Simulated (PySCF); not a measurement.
[CH3]+: umbrella curve

All numbers come from PBE0 in PySCF with C def2-TZVP, H def2-TZVP; no relativity; density-fitted integrals.

Rigid scan from the singlet minimum (C–H 1.093 Å (×3); H–C–H 120.0° (×3)). Coordinate: angle between each bond and the threefold axis, bonds fixed. Energies in kJ/mol from the minimum.

| angle of the bonds to the threefold axis (°) | E (kJ/mol) | dipole size (D, about the centre of mass) |
| --- | --- | --- |
| 55 | 396.7 | 0.45 |
| 60 | 288.5 | 0.40 |
| 65 | 198.8 | 0.34 |
| 70 | 126.5 | 0.27 |
| 75 | 70.9 | 0.21 |
| 80 | 31.4 | 0.14 |
| 85 | 7.8 | 0.07 |
| 90 | 0.0 | 0.00 |
